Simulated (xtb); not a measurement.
NO2, SMILES N(=O)[O] (connectivity only; charge and spin as stated), charge -1, multiplicity 1. All values are semi-empirical tight-binding results from xtb (GFN2-xTB unless named), good for trends rather than for accurate numbers. Geometry optimised at GFN2-xTB. The multiplicity is an assumed one; other spin states were not compared. The isomer is the one that the SMILES or the coordinates give; other isomers of the formula were not compared.

Optimised geometry:

```xyz
3

O      0.0000     1.0861    -0.2014
N      0.0000     0.0000     0.4604
O      0.0000    -1.0861    -0.2014
```
Charge -1, spin multiplicity 1.

Computed properties:
The point group as xtb finds it comes out as C2v. The orbital gap is 1.81 eV and the zero-point energy comes out as 4.9 kcal/mol. The G − E(el) at 298.15 K (modified RRHO) is -9.6 kcal/mol, the static polarisability (D4 model) is 20.0 bohr³ and the solvation energy, GFN2-xTB/ALPB(water) is -71.6 kcal/mol. The solvation energy, GFN2-xTB/ALPB(toluene) is -59.7 kcal/mol.

Task: Give the IR lines (harmonic; lines under 4 % of the strongest left out, lines within 3 cm⁻¹ merged). (An estimate is asked for; the answer gives what the named calculation found.)

Result: ν (cm⁻¹): 1357 (vs) (against the strongest line: vs over 80 %, s over 45 %, m over 15 %, w over 4 %, vw less)

Computed atomic charges and the Wiberg bond orders between heavy atoms:
charges (e) O1 -0.54, N2 0.08, O3 -0.54. Bond orders O1–N2 1.50, O1–O3 0.33, N2–O3 1.50.
